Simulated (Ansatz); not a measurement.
in.yaml

```yaml
crystal:
  periodic: [false, false, false]
  atoms:
    - {symbol: Si, position_ang: [0.000000, -0.036792, 1.649022]}
    - {symbol: Ge, position_ang: [0.000000, -0.003695, -0.646339]}
    - {symbol: H, position_ang: [0.000000, 1.291472, 0.631435]}
basis:
  gaussian: {orbitals: cc-pVDZ}
magnetization: {spin_polarized: false, initial_magnetization: 3}
correlation: {active_space: {ras: {orbitals: [3, 3, 25], electrons: 9, max_holes: 2, max_particles: 2}, fixed_orbitals: true}}
```

```sh
$ ansatz run in.yaml --threads 1 --pin off --events-out ev --progress --plain --max-ram 2393MiB
```

Log:

```
558 factors; integrals over basis functions are off by at most 1.3e-3 eV
mean field evaluation 1: about -64346.4894 eV, gradient 5.8e0 eV
mean field evaluation 2: about -64346.4937 eV, gradient 5.8e0 eV
mean field evaluation 4: about -64346.8629 eV, gradient 8.8e-1 eV
mean field evaluation 8: about -64346.8853 eV, gradient 3.9e-3 eV
mean field evaluation 16: about -64346.8853 eV, gradient 1.7e-3 eV
mean field evaluation 32: about -64347.1312 eV, gradient 1.1e0 eV
mean field -64347.38469770 eV, -2364.7227714167 hartree, gradient 2.8e-6 eV, S^2 3.750000; 6 other end points of the search recorded, 0 dependent functions left out
reference -64347.38469770 eV, -2364.7227714167 hartree; 25, 22 occupied and 25, 28 virtual orbitals, 558 factors
state -64351.74192070 eV, -2364.8828964084 hartree
Total energy: -64351.74192070 eV, -2364.8828964084 hartree
```

Ran on 1 thread of Arm Neoverse V1, shared host: 3.2 s wall, 0.1 GiB peak host memory.
